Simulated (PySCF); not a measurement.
Fill in the blanks.

Compound: C6H12.
Z-matrix (Å and degrees, PBE0-D3(BJ)/def2-SVP geometry), rows numbered from 1:
```
C 
C   1  1.5258
C   2  1.4961  1  112.90
C   3  1.3362  2  125.50  1  -118.18
C   4  1.4961  3  125.50  2   178.43
C   5  1.5259  4  112.94  3  -118.46
H   1  1.1020  2  111.25  3   -58.24
H   1  1.1009  2  111.44  3  -178.31
H   1  1.1010  2  110.94  3    61.25
H   2  1.1028  1  110.03  3  -122.56
H   2  1.1055  1  108.89  3   121.44
H   3  1.0998  2  116.11  1    60.72
H   4  1.0998  3  118.38  2    -0.51
H   5  1.1027  4  109.43  3     4.48
H   5  1.1055  4  109.16  3   120.29
H   6  1.1011  5  110.94  4    61.38
H   6  1.1009  5  111.42  4  -178.20
H   6  1.1019  5  111.26  4   -58.12
```

```csv
property,level,value
point group,PBE0-D3(BJ)/def2-SVP,?
"rotational constants A, B, C",PBE0-D3(BJ)/def2-SVP,"9.324, 1.362, 1.286 GHz"
dipole moment,CAM-B3LYP/def2-SVPD,0.02 D
HOMO energy,CAM-B3LYP/def2-SVPD,-8.28 eV
LUMO energy,CAM-B3LYP/def2-SVPD,1.42 eV
lowest singlet excitation,TDDFT CAM-B3LYP/def2-SVPD,"7.06 eV (176 nm, f = 0.463)"
lowest triplet excitation (Tamm–Dancoff),TDA CAM-B3LYP/def2-SVPD,?
static isotropic polarisability,CAM-B3LYP/def2-SVPD,77.6 au
vertical ionisation energy,ΔSCF CAM-B3LYP/def2-SVPD,?
electronic spatial extent ⟨r²⟩ about the centre of nuclear charge,CAM-B3LYP/def2-SVPD,?
13C chemical shifts (computed TMS as zero) by class,GIAO PBE0/pcSseg-1,"140.5 (C3/C4), 30.8 (C2/C5), 17.0 (C1/C6) ppm"
1H chemical shifts (computed TMS as zero) by class,GIAO PBE0/pcSseg-1,?
largest of the computed one-bond spin–spin couplings (means over like bonds),"B3LYP/pcJ-1, spin–dipole term left out","13C–1H +155.1 (C3–H12 and 1 like it), 13C–1H +132.8 (C1–H7 and 5 like it), 13C–1H +131.0 (C2–H10 and 3 like it), 13C–13C +78.1 (C3–C4), 13C–13C +46.5 (C2–C3 and 1 like it), 13C–13C +36.5 (C1–C2 and 1 like it) Hz"
```

The electronic properties come from PySCF, for the isolated species, density fitting. NMR classes are plain means over equivalent atoms (diastereotopic ones count apart unless rotation or inversion swaps them), as if these changed places fast; in this geometry the members of some classes differ.

Q: Give the 1H chemical shifts (computed TMS as zero) by class.

A: 5.60 (H12/H13), 1.94 (H10/H11/H14/H15), 0.97 (H7/H8/H9/H16/H17/H18) ppm.

Q: The point group?

A: C2.

Q: The lowest triplet excitation (Tamm–Dancoff)?

A: 4.33 eV.

Q: Give the vertical ionisation energy.

A: 9.03 eV.

Q: What is the electronic spatial extent ⟨r²⟩ about the centre of nuclear charge?

A: 996 bohr².

The ΔSCF ionisation energy exceeds −ε(HOMO) by 0.75 eV with CAM-B3LYP. The polarisability is 11.50 Å³ as a volume (1 au = 0.148185 Å³), or 1.62 au for each of the 48 electrons. The vertical singlet–triplet gap S1 − T1 is 2.73 eV (TDDFT singlet less Tamm–Dancoff triplet; S1: HOMO→LUMO, weight 0.80; T1: HOMO→LUMO, weight 0.61).

For the spin–spin coupling job (B3LYP/pcJ-1), time: 72 s of wall time. Hardware: one thread, x86-64 server, shared host.

One conformer stands for the species.
